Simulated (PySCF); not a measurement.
**Stretching CH**

Set-up: H def2-TZVP, C def2-TZVP; no relativity (PySCF 2.14). Energies in eV from H + C in their ground configurations at the same level. State: ²Π (doublet), unpaired electrons π ↑.

All columns are TPSSh. A positive dipole means H(−)C(+).

```csv
R (Å),E (eV),μ (D),Mulliken charge on H (basis-dependent),HOMO (eV),LUMO (eV),Mayer bond order,⟨S²⟩
0.968,-3.265,-1.75,0.16,-6.68,-4.42,0.86,0.75
1.013,-3.517,-1.68,0.15,-6.69,-4.42,0.88,0.75
1.058,-3.664,-1.61,0.14,-6.69,-4.42,0.89,0.75
1.092,-3.720,-1.55,0.13,-6.70,-4.42,0.90,0.75
1.126,-3.737,-1.49,0.12,-6.71,-4.42,0.91,0.75
1.160,-3.724,-1.43,0.12,-6.72,-4.43,0.91,0.75
1.205,-3.667,-1.34,0.11,-6.74,-4.44,0.92,0.75
1.261,-3.547,-1.22,0.10,-6.77,-4.45,0.93,0.75
1.329,-3.355,-1.08,0.09,-6.81,-4.48,0.94,0.76
1.419,-3.048,-0.87,0.07,-6.88,-4.53,0.95,0.76
```

A fit through these points gives, at Re = 1.127 Å, μ = -1.49 D and dμ/dR = 1.83 D/Å; the reduced mass is 0.9297 u.

Task: How strong is the fundamental in the double-harmonic approximation, I = 42.26·(dμ/dR)²/μred km/mol?

Result: I = 42.26·(1.83)²/0.9297 = 152 km/mol at TPSSh.

The state was picked by a PBE0 search and need not be the measured ground state.
